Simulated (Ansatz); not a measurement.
# H4NSSi radical: one species, many methods

One table from this session's results is given with a row withheld; the runs are named, their logs left out.

Method: functionals in def2-TZVPP, the program's frozen cores in correlated methods; program: Ansatz 0.2.0, Gaussian basis.

Plan: LDA (SPW92), PBE-D4, revPBE-D4, BLYP-D4, r2SCAN-D4, B97M-V, PBE0-D4, B3LYP-D4, r2SCANh-D4, r2SCAN0-D4, HSE06-D4, BHLYP-D4, CAM-B3LYP-D4, LC-ωPBE, ωB97X-V, ωB97M-V, B2PLYP, PBE-QIDH; CCSD(T)/def2-SVP; CCSD(T)/def2-TZVPP; MP2/def2-QZVPP; extrapolation to the limit; RPA on PBE.

## The geometry

An earlier PBE0-D4 in a triple-zeta def2 set relaxation fixed the geometry.

SMILES `N[SiH2][S]`, 7 atoms, charge 0, spin multiplicity 2.

Atoms are counted from 1 here; the program's logs count them from 0.

Bond lengths: N1–Si2 1.724 Å, N1–H4 1.009 Å, N1–H5 1.009 Å, Si2–S3 2.122 Å, Si2–H6 1.483 Å, Si2–H7 1.483 Å. Angles: Si2–N1–H4 119.1°, Si2–N1–H5 119.1°, H4–N1–H5 110.8°, N1–Si2–S3 104.9°, N1–Si2–H6 108.6°, N1–Si2–H7 108.6°, S3–Si2–H6 112.0°, S3–Si2–H7 112.0°, H6–Si2–H7 110.4°.

Set-up of the first run:

in.yaml reads:

```yaml
crystal:
  periodic: [false, false, false]
  atoms:
    - {symbol: N, position_ang: [-0.745341, 0.024725, -0.769623]}
    - {symbol: Si, position_ang: [0.651736, -0.008032, 0.239518]}
    - {symbol: S, position_ang: [-0.104187, -0.184264, 2.214986]}
    - {symbol: H, position_ang: [-1.342441, 0.837576, -0.753391]}
    - {symbol: H, position_ang: [-1.289676, -0.817285, -0.880250]}
    - {symbol: H, position_ang: [1.406504, 1.253475, 0.044818]}
    - {symbol: H, position_ang: [1.484605, -1.174195, -0.141758]}
basis:
  gaussian: {orbitals: def2-TZVPP}
magnetization: {spin_polarized: true, initial_magnetization: 1}
hamiltonian: {xc: lda}
output: {orbitals: {seedname: orbitals}}
```

Among the steps run: LDA; PBE-D4 (GGA); revPBE-D4 (GGA); BLYP-D4 (GGA); r2SCAN-D4 (meta-GGA); B97M-V (meta-GGA); PBE0-D4 (hybrid); B3LYP-D4 (hybrid); r2SCANh-D4 (hybrid); r2SCAN0-D4 (hybrid); HSE06-D4 (hybrid); BHLYP-D4 (hybrid); CAM-B3LYP-D4 (range-separated); LC-ωPBE-D4 (range-separated; the results give it without D4); ωB97X-V (range-separated); ωB97M-V (range-separated); B2PLYP (double hybrid); PBE-QIDH (double hybrid).

One table of the session follows, with a row left open; its other results are not shown here.

It belongs to the step «Orbital energies across the functionals». 

| functional | HOMO (eV) | LUMO (eV) | gap (eV) |
| --- | --- | --- | --- |
| LDA (SPW92) | -5.74 | -5.67 | 0.07 |
| PBE-D4 | -5.69 | -5.29 | 0.40 |
| revPBE-D4 | -5.66 | -5.19 | 0.47 |
| BLYP-D4 | ? | ? | ? |
| r2SCAN-D4 | -6.04 | -5.02 | 1.02 |
| B97M-V | -6.13 | -5.18 | 0.95 |
| PBE0-D4 | -7.06 | -4.29 | 2.77 |
| B3LYP-D4 | -6.79 | -4.62 | 2.17 |
| r2SCANh-D4 | -6.54 | -4.64 | 1.90 |
| r2SCAN0-D4 | -7.28 | -4.05 | 3.22 |
| HSE06-D4 | -6.65 | -4.68 | 1.97 |
| BHLYP-D4 | -8.23 | -3.19 | 5.05 |
| CAM-B3LYP-D4 | -8.45 | -3.20 | 5.25 |
| LC-ωPBE | -9.92 | -1.79 | 8.13 |
| ωB97X-V | -9.52 | -2.24 | 7.28 |
| ωB97M-V | -9.31 | -2.35 | 6.96 |

Q: Estimate the row for BLYP-D4 from the others.

Worked estimate for «HOMO (eV)». Against the share of exact exchange, B3LYP-D4 (0.2, -6.79), BHLYP-D4 (0.5, -8.23) give a slope of -4.80 per unit share; at 0 the line stands at -5.83.

The run gave: HOMO (eV): -5.54; LUMO (eV): -5.20; gap (eV): 0.34. In «HOMO (eV)» the line misses by -0.29.
